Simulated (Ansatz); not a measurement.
# Worked example: the barrier

An elementary step of SiH₅O, doublet (SiH₄O ([OH][SiH3]) + H → SiH₃O ([O][SiH3]) + H₂; bonds formed: H1–H4; bonds broken: H1–O2). “Start” is the structure reached by relaxing down from the saddle towards the reactants; PBE0-D4/def2-TZVP structures. The saddle:

| atom | x (Å) | y (Å) | z (Å) |
| --- | --- | --- | --- |
| H1 | -0.7747 | -1.2178 | -0.9378 |
| O2 | -0.2979 | -1.0144 | 0.3829 |
| Si3 | 0.3576 | 0.5112 | 0.5021 |
| H4 | -0.9610 | -1.1023 | -1.7195 |
| H5 | -0.6399 | 1.5816 | 0.2461 |
| H6 | 0.7928 | 0.5391 | 1.9248 |
| H7 | 1.5231 | 0.7027 | -0.3984 |

Program: Ansatz 0.2.0. Basis: def2-TZVPP and def2-QZVPP. Cores are frozen in the correlated methods; orbitals are unrestricted.

Energies in eV:

| quantity | saddle | start |
| --- | --- | --- |
| Hartree–Fock, triple zeta (X = 3) | -9977.65596 | -9978.68166 |
| Hartree–Fock, quadruple zeta (X = 4) | -9978.02526 | -9979.05222 |
| MP2 correlation, X = 3 | -9.86562 | -10.24886 |
| MP2 correlation, X = 4 | -10.65162 | -11.06443 |
| CCSD(T) correlation, X = 3 | -11.34267 | -11.25037 |

**Question.** Work out the barrier at the basis limit: extrapolate Hartree–Fock as E(X) = E∞ + A exp(−7.88 √X) and the MP2 correlation as E(X) = E∞ + B X^−2.97 (the exponents that Neese and Valeev fitted for def2-TZVPP and QZVPP), then add CCSD(T) − MP2 in triple zeta.

**Answer.** Each step is linear, so take the differences first (saddle − start): Hartree–Fock 1.02570 (X = 3) and 1.02696 (X = 4); MP2 correlation 0.38324 and 0.41281; CCSD(T) correlation -0.09230.
Two points give E∞ = E(4) + w [E(4) − E(3)], with w = 1/(exp(7.88 (2 − √3)) − 1) = 0.1377 for Hartree–Fock and w = 1/((4/3)^2.97 − 1) = 0.7407 for the correlation.
Hartree–Fock: 1.02696 + 0.1377 × 0.00126 = 1.0271 eV.
MP2 correlation: 0.41281 + 0.7407 × 0.02957 = 0.4347 eV.
CCSD(T) − MP2: -0.09230 − 0.38324 = -0.4755 eV.
Sum: 1.0271 + 0.4347 + (-0.4755) = 0.9863 eV, or 22.74 kcal/mol. Plain CCSD(T) in triple zeta gives 0.9334 eV, so the larger basis shifts the result by 0.0529 eV.

No T1 diagnostic of these runs exceeds 0.025. ⟨S²⟩ of the unrestricted Hartree–Fock references: 0.75 to 0.78 (a pure state has 0.75).

Radical steps of this kind take place in plasma deposition and etching.

Labels in which every atom is bracketed show which atoms are joined, not bond orders.

For scale, one of the runs: CCSD(T)/def2-TZVPP, 143 basis functions, launched by `ansatz run in.yaml --threads 2 --pin off --events-out ev --progress --plain --max-ram 4352MiB`. Time: 27 s of wall clock on 2 CPU threads of an Intel Xeon Platinum 8488C; the host was shared. Peak host memory: 1.9 GiB.
